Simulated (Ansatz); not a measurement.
Results of PBEsol-D3(BJ) (PAW; Ansatz, a first-principles code) for zinc-blende BeTe.

Settings: plane-wave cutoff 520 eV, 10×10×10 k mesh, Fermi–Dirac smearing 0.01 eV, scalar-relativistic PAW data made under PBE.

A third-order Birch–Murnaghan fit to the energies gives V0 = 21.205 Å³/atom, B0 = 64.8 GPa, B′ = 4.0.

```json
[
 {"V (Å³/atom)": "19.935", "P (GPa)": "4.53"},
 {"V (Å³/atom)": "20.359", "P (GPa)": "(withheld)"},
 {"V (Å³/atom)": "20.784", "P (GPa)": "1.36"},
 {"V (Å³/atom)": "21.208", "P (GPa)": "-0.01"},
 {"V (Å³/atom)": "21.632", "P (GPa)": "-1.24"},
 {"V (Å³/atom)": "22.056", "P (GPa)": "-2.36"},
 {"V (Å³/atom)": "22.480", "P (GPa)": "(withheld)"}
]
```

Task: Estimate the withheld pressures from this fit; the answers are the runs' own values.

Result: 
- 20.359, P (GPa): 2.86
- 22.480, P (GPa): -3.37

The formula P = (3/2) B0 (x^(7/3) − x^(5/3)) [1 + (3/4)(B′ − 4)(x^(2/3) − 1)] with x = V0/V meets the computed pressures within 0.01 GPa when these rounded values are put in.

Measured, for comparison: bulk modulus 67 GPa (room temperature, not corrected to a static lattice; as tabulated in Elmahjoubi et al. (2023), arXiv:2303.01780); equilibrium volume per atom 22.26 Å³/atom (temperature not stated, not corrected to a static lattice; as tabulated in Bernardini et al. (2000), arXiv:cond-mat/0007180). Computed (rounded) less measured: bulk modulus -3 %, equilibrium volume per atom -4.7 %.

Spin–orbit coupling is not included.

Static lattice: no zero-point or thermal effects.
